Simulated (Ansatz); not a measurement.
# BH3S (singlet): from Hartree-Fock to the top rungs, cc-pVTZ

How much of the correlation energy of BH3S (singlet) does each wave-function method recover here?

Method: cc-pVTZ, core rule «outside noble gas», up to 6 orbitals frozen; program: Ansatz 0.2.0, Gaussian basis.

To be run: UHF; CCSD(T) on RHF; BCCD(T) on RHF; CCSDT(Q) on RHF; CASSCF and NEVPT2, 12 electrons in 11 orbitals.

3 further runs of the same task are left out: 1 for a known fault of the program, 2 set aside as unsound or not needed.

## (1) The system

The geometry is a PBE0/def2-TZVP stationary point (not a proven minimum).

5 atoms, charge 0, spin multiplicity 1.

Atoms are counted from 1 here; the program's logs count them from 0.

Bond lengths: B1–S2 1.765 Å, B1–H3 1.190 Å, B1–H4 1.192 Å, S2–H5 1.344 Å. Angles: S2–B1–H3 121.5°, S2–B1–H4 115.8°, H3–B1–H4 122.7°, B1–S2–H5 99.3°.

Coordinates:

```
B     0.00000    0.05474    1.25048
S     0.00000   -0.06169   -0.51052
H     0.00000    1.10886    1.80327
H     0.00000   -0.98157    1.83877
H     0.00000    1.24803   -0.81381
```

## (2) UHF

in.yaml reads:

```yaml
crystal:
  periodic: [false, false, false]
  atoms:
    - {symbol: B, position_ang: [0.000000, 0.054738, 1.250483]}
    - {symbol: S, position_ang: [0.000000, -0.061688, -0.510515]}
    - {symbol: H, position_ang: [0.000000, 1.108861, 1.803273]}
    - {symbol: H, position_ang: [0.000000, -0.981568, 1.838770]}
    - {symbol: H, position_ang: [0.000000, 1.248030, -0.813806]}
basis:
  gaussian: {orbitals: cc-pVTZ}
magnetization: {spin_polarized: true, initial_magnetization: 0}
hamiltonian: {xc: hf}
output: {orbitals: {seedname: orbitals}}
```

Command:

```bash
ansatz run in.yaml --threads 1 --pin off --events-out ev --progress --plain --max-ram 4096MiB --backend cpu
```

Further steps of the session: CCSD(T) on RHF; BCCD(T) on RHF; CCSDT(Q) on RHF; CASSCF and NEVPT2, 12 electrons in 11 orbitals.

**Question.** What will the summary of the whole plan be? Wanted: RCCSDT(Q) below the RHF energy; RMP2 from RCCSDT(Q); RCCSD from RCCSDT(Q); RCCSD(T) from RCCSDT(Q); NEVPT2 valence from RCCSDT(Q); T1 diagnostic; effectively unpaired electrons.

**Answer**, as computed:

| quantity | value |
| --- | --- |
| RCCSDT(Q) below the RHF energy | -9.0830 eV |
| RMP2 from RCCSDT(Q) | +125.5 kJ/mol |
| RCCSD from RCCSDT(Q) | +38.5 kJ/mol |
| RCCSD(T) from RCCSDT(Q) | +4.3 kJ/mol |
| NEVPT2 valence from RCCSDT(Q) | +146.1 kJ/mol |
| levels within 1 kcal/mol (43 meV) | BCCD(T), RCCSDT |
| T1 diagnostic | 0.015 |
| effectively unpaired electrons | 0.03 |

**Reading.** RCCSD(T) misses by +4.3 kJ/mol, 0.5 % of the correlation energy. One determinant dominates. These misses are within one basis, not against nature.
